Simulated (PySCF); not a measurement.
**One shape, several levels: BNH4 (SMILES [H]B([H])N)**

We compute a comparison of 3 runs (UMP2/STO-3G, BCCD(T)/STO-3G, QCISD(T)/STO-3G) of BNH4. Input form: a Python script.

Program for the calculation: PySCF 2.14.0.

2 further runs of the same task are left out: 2 set aside as unsound or not needed.

### 1 The molecule

The species is BNH4 (6 atoms), meant as a singlet with charge 0. SMILES: `[H]B([H])N`. The B1–H3 distance was set to 2.108 Å, away from the relaxed value. At this shape a bond of the SMILES string is far longer than usual.

Bond lengths: B1–N4 1.378 Å, B1–H2 1.171 Å, N4–H5 1.007 Å, N4–H6 1.007 Å. Angles: B1–N4–H5 123.8°, B1–N4–H6 123.7°, H2–B1–N4 118.8°, H5–N4–H6 112.5°.

### 2 The energy at UMP2/STO-3G (run 1)

calc.py reads:

```python
from pyscf import gto, mp

system = gto.Mole()
system.atom = [
    ('B', (0.678391, -0.126188, 0.497859)),
    ('H', (1.666551, -0.047038, 1.121649)),
    ('H', (-0.078600, 1.496820, -0.614110)),
    ('N', (-0.008949, -1.320058, 0.490339)),
    ('H', (-0.862859, -1.471918, -0.020851)),
    ('H', (0.287661, -2.138298, 0.996169)),
]
system.verbose = 3
system.max_memory = 1860
system.basis = 'sto-3g'
system.build()

myscf = system.UHF()
myscf.conv_tol = 1e-10
myscf.kernel()
if not myscf.converged:
    myscf = myscf.newton().run(myscf.mo_coeff, myscf.mo_occ)
for _ in range(3):
    mo, _, stable, _ = myscf.stability(return_status=True)
    if stable:
        break
    myscf.kernel(myscf.make_rdm1(mo, myscf.mo_occ))

pt = mp.MP2(myscf, frozen=2).run()
energy = pt.e_tot
print('E = %.10f Eh' % energy)
```

On the command line:

```sh
OMP_NUM_THREADS=1 python calc.py
```

Standard output:

```text
converged SCF energy = -80.2552686556581  <S^2> = 2.7799985e-12  2S+1 = 1
<class 'pyscf.scf.uhf.UHF'> wavefunction has an internal instability
converged SCF energy = -80.2946979041388  <S^2> = 0.69435953  2S+1 = 1.9435632
<class 'pyscf.scf.uhf.UHF'> wavefunction is stable in the internal stability analysis
E(UMP2) = -80.3767640925716  E_corr = -0.0820661884328616
E(SCS-UMP2) = -80.3832392809561  E_corr = -0.0885413768173952
E = -80.3767640926 Eh
```

It took 0.66 s on 1 thread of Arm Neoverse V2, shared host; peak memory 0.12 GiB.

### 3 A single-point energy at BCCD(T)/STO-3G (run 2)

run.py reads:

```python
from pyscf import gto, cc
from pyscf.cc.bccd import bccd_kernel_

mol = gto.M(
    atom='''
B      1.281973    -0.238461     0.940817
H      3.149325    -0.088889     2.119609
H     -0.148532     2.828580    -1.160500
N     -0.016911    -2.494548     0.926606
H     -1.630567    -2.781522    -0.039403
H      0.543601    -4.040798     1.882487
''',
    basis='sto-3g',
    verbose=3,
    max_memory=1860,
    unit='bohr',
)

myscf = mol.RHF()
myscf.conv_tol = 1e-10
myscf.kernel()
if not myscf.converged:
    myscf = myscf.newton().run(myscf.mo_coeff, myscf.mo_occ)

mycc = cc.CCSD(myscf, frozen=2).run()
mycc = bccd_kernel_(mycc, diis=True)
e_t = mycc.ccsd_t()
e_final = mycc.e_tot + e_t
print('Final energy', e_final)
```

On the command line:

```sh
OMP_NUM_THREADS=1 python run.py
```

Standard output:

```text
converged SCF energy = -80.2552686616869
E(CCSD) = -80.43277707203406  E_corr = -0.1775084103471145
BCCD loop starts.

[... 24 lines left out ...]
CCSD converged
[... 23 lines left out ...]
CCSD converged
[... 22 lines left out ...]
CCSD converged
[... 3 lines left out ...]
******** <class 'pyscf.cc.ccsd.CCSD'> ********
CC2 = 0
CCSD nocc = 6, nmo = 12
frozen orbitals 2
max_cycle = 50
direct = 0
conv_tol = 1e-07
conv_tol_normt = 1e-05
diis_space = 6
diis_start_cycle = 0
diis_start_energy_diff = 1e+09
Init E_corr(CCSD) = -0.182867454749261
cycle = 1  E_corr(CCSD) = -0.182874143479412  dE = -6.68873015e-06  norm(t1,t2) = 0.000192435
cycle = 2  E_corr(CCSD) = -0.182870230130671  dE = 3.91334874e-06  norm(t1,t2) = 2.4641e-05
cycle = 3  E_corr(CCSD) = -0.182871088669512  dE = -8.58538841e-07  norm(t1,t2) = 1.14774e-05
cycle = 4  E_corr(CCSD) = -0.182871077493207  dE = 1.1176305e-08  norm(t1,t2) = 5.42803e-06
CCSD converged
E(CCSD) = -80.43187925416801  E_corr = -0.1828710774932071
BCC iter:    3  E:     -80.431879254168  dE:    2.311e-06  |t1|:    4.038e-06
CCSD(T) correction = -0.004320031656441
Final energy -80.43619928582447
```

It took 0.91 s on 1 thread of Arm Neoverse V2, shared host; peak memory 0.12 GiB.

### 4 A single-point energy at QCISD(T)/STO-3G (run 3)

input.py reads:

```python
from pyscf import gto, cc

mol = gto.Mole()
mol.atom = [
    ('B', (0.678391, -0.126188, 0.497859)),
    ('H', (1.666551, -0.047038, 1.121649)),
    ('H', (-0.078600, 1.496820, -0.614110)),
    ('N', (-0.008949, -1.320058, 0.490339)),
    ('H', (-0.862859, -1.471918, -0.020851)),
    ('H', (0.287661, -2.138298, 0.996169)),
]
mol.spin = 0
mol.verbose = 3
mol.basis = 'sto-3g'
mol.max_memory = 1860
mol.build()

mf = mol.RHF()
mf.conv_tol = 1e-10
mf.kernel()
if not mf.converged:
    mf = mf.newton().run(mf.mo_coeff, mf.mo_occ)

mycc = cc.QCISD(mf, frozen=2)
mycc.kernel()
e_t = mycc.qcisd_t()
energy = mycc.e_tot + e_t
print(f'total energy: {energy:.8f} hartree')
```

On the command line:

```sh
OMP_NUM_THREADS=1 python input.py
```

Standard output:

```text
converged SCF energy = -80.2552686556593
E(QCISD) = -80.43451474359087  E_corr = -0.1792460879315814
QCISD(T) correction = -0.00233372206512559
total energy: -80.43684847 hartree
```

Wall time 0.66 s (1 thread of Arm Neoverse V2, shared host); peak memory 0.12 GiB.

### 5 The series

```
run            level  follow instability  energy (Eh)  dipole moment (D) of the reference  HOMO energy (eV)  LUMO energy (eV)  wall time
  1      UMP2/STO-3G                 yes   -80.376764                                1.82             -7.55              8.82     0.66 s
  2   BCCD(T)/STO-3G                   –   -80.436199                                   –                 –                 –     0.91 s
  3  QCISD(T)/STO-3G                   –   -80.436848                                2.58             -6.77              7.13     0.66 s
```

### 6 What came out

```
                                          quantity         value
                               run 3: total energy  -80.43685 Eh
       run 3: dipole moment (Hartree–Fock density)        2.58 D
        run 3: HOMO energy (Hartree–Fock orbitals)      -6.77 eV
        run 3: LUMO energy (Hartree–Fock orbitals)       7.13 eV
      run 3: HOMO–LUMO gap (Hartree–Fock orbitals)      13.91 eV
run 3: correlation energy (2 core orbitals frozen)    -181.6 mEh
                             run 3: (T) correction     -2.33 mEh
                              run 3: T1 diagnostic         0.025
```

**Reading.** In runs 1, 2, 3 the basis is minimal, so the values are rough. Spin contamination of the reference: run 1 ⟨S²⟩ = 0.69. Where it is this large, the reference is a mixture of spin states, and values that rest on it are in doubt. All runs together took 2.2 s, the longest 0.91 s.
